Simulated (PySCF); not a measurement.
Gas-phase reaction: 3 CH3SiH2 + 4 H ⇌ 3 SiH4 + C3H7 (i-propyl)

Computed with PySCF and rigid-rotor harmonic-oscillator thermochemistry at 1 bar. † marks an energy on the PBE0/def2-TZVP geometry and frequencies; other levels use their own. MP2 freezes the core. 6-31G* has spherical d functions here. Open shells (unrestricted): CH3SiH2 (multiplicity 2), H (multiplicity 2), C3H7 (i-propyl) (multiplicity 2); the rest are closed-shell singlets. B3LYP is the form with VWN-RPA correlation. CH3SiH2: computed as isolated molecules; such fragments, hydroxides, amides, oligomers or adducts are transient or little studied in the gas. MP2 isn't extrapolated to the basis-set limit; its ΔH°(298 K) is -1030.7 kJ in def2-SVP and -1050.5 kJ in def2-TZVPP. The harmonic model lacks anharmonicity and excited electronic states, which grow with temperature; levels with a mode under 35 cm⁻¹ are left out. Internal rotation in CH3SiH2, C3H7 (i-propyl) is treated as a harmonic vibration of one conformer, which makes the entropy rough.

```tsv
level	ΔE electronic, kJ	ΔH°(298 K), kJ	ΔS°(298 K), J/K	ΔG°(1800 K), kJ
B3LYP/6-31G*	-1187	-1132	-357	-410
BLYP/def2-TZVP†	-1162	-1107	-355	-389
MP2/def2-SVP†	-1086	-1031	-355	-313
PBE/def2-SVP	-1113	-1061	-355	-344
LDA/def2-TZVP†	-1211	-1156	-355	-438
```
ΔH° is lowest at LDA/def2-TZVP† and highest at MP2/def2-SVP†. No reference value is set beside these.
